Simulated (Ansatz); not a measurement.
How far each method lies from UCCSDT(Q) for PH⁻, doublet

Geometry: that of the PH, triplet, kept fixed.

```xyz
2

P     0.0000    0.0000    0.0000
H     0.0000    0.0000    1.4282
```

Basis aug-cc-pVDZ; Ansatz 0.2.0. Correlated methods freeze the noble-gas cores, which leaves 7 electrons in 31 orbitals. R marks a restricted (for open shells ROHF) determinant, U an unrestricted one. Active spaces: valence = (7e, 5o) chosen from the atoms' valence shells.

Full CI isn't at hand for all of this; UCCSDT(Q) serves as the reference, and is uncertain by about the last step of the cluster series. The frozen core follows each run's orbitals, which can shift R against U totals by a few meV.

For open shells CISD is restricted-active-space CI with the open shells as a complete middle space.

- UHF ⟨S²⟩: 0.768
- T1 diagnostic (RCCSD): 0.0200
- largest doubles amplitude (RCCSD): 0.065
- T1 diagnostic (UCCSD): 0.0157

```json
{"level": "RHF", "E − E(UCCSDT(Q)) (kJ/mol)": "395.3", "share of correlation (%)": "0.00", "wall time": "–"}
{"level": "UHF", "E − E(UCCSDT(Q)) (kJ/mol)": "384.4", "share of correlation (%)": "2.73", "wall time": "–"}
{"level": "RMP2", "E − E(UCCSDT(Q)) (kJ/mol)": "73.1", "share of correlation (%)": "81.52", "wall time": "–"}
{"level": "UMP2", "E − E(UCCSDT(Q)) (kJ/mol)": "74.8", "share of correlation (%)": "81.07", "wall time": "–"}
{"level": "CISD", "E − E(UCCSDT(Q)) (kJ/mol)": "34.9", "share of correlation (%)": "91.17", "wall time": "0.39 s"}
{"level": "RCCSD", "E − E(UCCSDT(Q)) (kJ/mol)": "16.0", "share of correlation (%)": "95.96", "wall time": "–"}
{"level": "UCCSD", "E − E(UCCSDT(Q)) (kJ/mol)": "15.6", "share of correlation (%)": "96.05", "wall time": "–"}
{"level": "RCCSD(T)", "E − E(UCCSDT(Q)) (kJ/mol)": "3.1", "share of correlation (%)": "99.23", "wall time": "0.66 s"}
{"level": "UCCSD(T)", "E − E(UCCSDT(Q)) (kJ/mol)": "3.1", "share of correlation (%)": "99.22", "wall time": "1.3 s"}
{"level": "BCCD(T)", "E − E(UCCSDT(Q)) (kJ/mol)": "3.1", "share of correlation (%)": "99.22", "wall time": "0.51 s"}
{"level": "RCCSDT", "E − E(UCCSDT(Q)) (kJ/mol)": "0.8", "share of correlation (%)": "99.79", "wall time": "–"}
{"level": "UCCSDT", "E − E(UCCSDT(Q)) (kJ/mol)": "0.8", "share of correlation (%)": "99.80", "wall time": "–"}
{"level": "RCCSDT(Q)", "E − E(UCCSDT(Q)) (kJ/mol)": "0.0", "share of correlation (%)": "99.99", "wall time": "2.5 s"}
{"level": "CASSCF (valence space)", "E − E(UCCSDT(Q)) (kJ/mol)": "351.6", "share of correlation (%)": "11.04", "wall time": "–"}
{"level": "NEVPT2 (valence space)", "E − E(UCCSDT(Q)) (kJ/mol)": "97.7", "share of correlation (%)": "75.29", "wall time": "0.21 s"}
{"level": "MRCISD (valence space)", "E − E(UCCSDT(Q)) (kJ/mol)": "29.0", "share of correlation (%)": "92.66", "wall time": "–"}
{"level": "MRCISD+Q (valence space)", "E − E(UCCSDT(Q)) (kJ/mol)": "1.6", "share of correlation (%)": "99.60", "wall time": "0.36 s"}
```

The correlation energy at UCCSDT(Q), counted from RHF, is -4.097 eV. That run took 2.9 s on 1 thread of AMD EPYC 9R45, shared host.

Times hold each run's SCF and search for its determinant on a shared host, so for small cases they say little of a method's own cost; they ran on 1 thread of AMD EPYC 9R45.

Natural occupations of CASSCF (valence space) about the gap: 2.000 1.997 1.976 1.000 0.027; effectively unpaired electrons, Σ n²(2−n)², 1.01.
